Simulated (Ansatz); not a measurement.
# How methods differ on BH4O− (SMILES [BH3-]O)

BH4O−: 6 atoms, total charge -1, spin state singlet. As SMILES, `[BH3-]O`. Geometry: relaxed at GFN2-xTB.

| atom | x (Å) | y (Å) | z (Å) |
| --- | --- | --- | --- |
| B | -0.0747 | -0.1737 | -0.3164 |
| O | -0.0135 | 1.0162 | 0.6040 |
| H | 1.0627 | -0.6505 | -0.4997 |
| H | -0.5423 | 0.1952 | -1.3793 |
| H | -0.7890 | -1.0725 | 0.1690 |
| H | 0.3568 | 0.6853 | 1.4224 |

Each level gives the energy change with the B1–H3 bond stretched from 1.247 to 2.494 Å (eV). The values are calculated.

```csv
level,kind,program,value (eV)
BLYP/STO-3G (restricted),GGA,Ansatz,3.87
revPBE/STO-3G (restricted),GGA,Ansatz,3.95
r2SCAN/STO-3G (restricted),meta-GGA,Ansatz,4.36
B3LYP/STO-3G (restricted),global hybrid,Ansatz,4.45
BHLYP/STO-3G (restricted),global hybrid,Ansatz,5.19
CAM-B3LYP/STO-3G (restricted),range-separated hybrid,Ansatz,4.86
B2PLYP/STO-3G (restricted),double hybrid,Ansatz,4.72
RPA@PBE/STO-3G (restricted),RPA,Ansatz,4.21
MP2/STO-3G (restricted),perturbation theory,Ansatz,5.13
CCSDT(Q)/STO-3G (restricted),coupled cluster or CI,Ansatz,4.66
```

Sets without diffuse functions describe the anion poorly. The first shape isn't each level's own minimum. The values span 3.87 to 5.19 eV. All rows use very small basis sets, so even the best lies far from the true value.
